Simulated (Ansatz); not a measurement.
# C₅H₁₁Cl: one species, many methods

One table from this session's results is given with a row withheld; the runs are named, their logs left out.

The runs use Ansatz 0.2.0, Gaussian basis; functionals in def2-TZVPP, the program's frozen cores in correlated methods.

Levels to be run: LDA (SPW92), PBE-D4, revPBE-D4, BLYP-D4, r2SCAN-D4, B97M-V, PBE0-D4, B3LYP-D4, r2SCANh-D4, r2SCAN0-D4, HSE06-D4, BHLYP-D4, CAM-B3LYP-D4, LC-ωPBE, ωB97X-V, ωB97M-V, B2PLYP, PBE-QIDH; CCSD(T)/def2-SVP; CCSD(T)/def2-TZVPP; MP2/def2-QZVPP; extrapolation to the limit; RPA on PBE.

### The relaxed structure

The geometry comes from an earlier relaxation with PBE0-D4 in a triple-zeta def2 set; it is a stationary point, not always the lowest conformer.

SMILES `CC(C)C(C)Cl`, 17 atoms, charge 0, spin multiplicity 1.

Atoms are counted from 1 here; the program's logs count them from 0.

Bond lengths: C1–C2 1.521 Å, C1–H7 1.090 Å, C1–H8 1.095 Å, C1–H9 1.092 Å, C2–C3 1.526 Å, C2–C4 1.526 Å, C2–H10 1.097 Å, C3–H11 1.091 Å, C3–H12 1.092 Å, C3–H13 1.095 Å, C4–C5 1.512 Å, C4–Cl6 1.807 Å, C4–H14 1.094 Å, C5–H15 1.092 Å, C5–H16 1.092 Å, C5–H17 1.090 Å. Angles: C2–C1–H7 111.8°, C2–C1–H8 110.6°, C2–C1–H9 110.4°, H7–C1–H8 108.1°, H7–C1–H9 108.3°, H8–C1–H9 107.6°, C1–C2–C3 110.0°, C1–C2–C4 111.9°, C1–C2–H10 108.8°, C3–C2–C4 110.6°, C3–C2–H10 108.5°, C4–C2–H10 107.0°, C2–C3–H11 112.6°, C2–C3–H12 109.9°, C2–C3–H13 111.0°, H11–C3–H12 107.6°, H11–C3–H13 108.1°, H12–C3–H13 107.4° and more.

Set-up of the first run:

in.yaml

```yaml
crystal:
  periodic: [false, false, false]
  atoms:
    - {symbol: C, position_ang: [0.462474, 1.728935, -0.715864]}
    - {symbol: C, position_ang: [-0.118056, 0.340294, -0.495533]}
    - {symbol: C, position_ang: [0.783476, -0.709341, -1.138415]}
    - {symbol: C, position_ang: [-0.322308, 0.036857, 0.986147]}
    - {symbol: C, position_ang: [-0.842763, -1.350603, 1.285416]}
    - {symbol: Cl, position_ang: [-1.477142, 1.227637, 1.701829]}
    - {symbol: H, position_ang: [-0.172279, 2.504645, -0.287790]}
    - {symbol: H, position_ang: [1.453014, 1.809159, -0.256324]}
    - {symbol: H, position_ang: [0.575805, 1.930079, -1.783424]}
    - {symbol: H, position_ang: [-1.104953, 0.290959, -0.972009]}
    - {symbol: H, position_ang: [0.335900, -1.703913, -1.136246]}
    - {symbol: H, position_ang: [0.985986, -0.440202, -2.177270]}
    - {symbol: H, position_ang: [1.746891, -0.768203, -0.621544]}
    - {symbol: H, position_ang: [0.614436, 0.212123, 1.522456]}
    - {symbol: H, position_ang: [-0.105188, -2.104329, 1.002395]}
    - {symbol: H, position_ang: [-1.767098, -1.543471, 0.735936]}
    - {symbol: H, position_ang: [-1.048194, -1.460635, 2.350228]}
basis:
  gaussian: {orbitals: def2-TZVPP}
hamiltonian: {xc: lda}
output: {orbitals: {seedname: orbitals}}
```

Started as:

```bash
$ ansatz run in.yaml --threads 2 --pin off --events-out ev --progress --plain --max-ram 22528MiB --backend cuda --devices 0, --max-vram 18GiB
```

Steps of the session up to this table: LDA; PBE-D4 (GGA); revPBE-D4 (GGA); BLYP-D4 (GGA); r2SCAN-D4 (meta-GGA); B97M-V (meta-GGA); PBE0-D4 (hybrid); B3LYP-D4 (hybrid); r2SCANh-D4 (hybrid); r2SCAN0-D4 (hybrid); HSE06-D4 (hybrid); BHLYP-D4 (hybrid); CAM-B3LYP-D4 (range-separated); LC-ωPBE (range-separated); ωB97X-V (range-separated); ωB97M-V (range-separated); B2PLYP (double hybrid); PBE-QIDH (double hybrid).

One of the session's tables, all rows but one given; the rest of the session is left out.

It belongs to the step «Frontier levels by functional». 

| functional | HOMO (eV) | LUMO (eV) | gap (eV) |
| --- | --- | --- | --- |
| LDA (SPW92) | ? | ? | ? |
| PBE-D4 | -6.78 | -0.21 | 6.58 |
| revPBE-D4 | -6.72 | -0.11 | 6.62 |
| BLYP-D4 | -6.64 | -0.11 | 6.53 |
| r2SCAN-D4 | -7.09 | 0.13 | 7.22 |
| B97M-V | -7.24 | 0.06 | 7.30 |
| PBE0-D4 | -8.18 | 0.84 | 9.02 |
| B3LYP-D4 | -7.92 | 0.54 | 8.47 |
| r2SCANh-D4 | -7.61 | 0.52 | 8.13 |
| r2SCAN0-D4 | -8.39 | 1.08 | 9.47 |
| HSE06-D4 | -7.78 | 0.46 | 8.24 |
| BHLYP-D4 | -9.46 | 1.64 | 11.10 |
| CAM-B3LYP-D4 | -9.59 | 1.77 | 11.36 |
| LC-ωPBE | -11.02 | 3.06 | 14.08 |
| ωB97X-V | -10.65 | 2.85 | 13.49 |
| ωB97M-V | -10.50 | 2.49 | 12.99 |

Estimate the missing values for LDA (SPW92).

**Answer.** HOMO (eV): -6.91; LUMO (eV): -0.43; gap (eV): 6.48. In the column «HOMO (eV)» it lies between r2SCAN-D4 (-7.09) and PBE-D4 (-6.78).
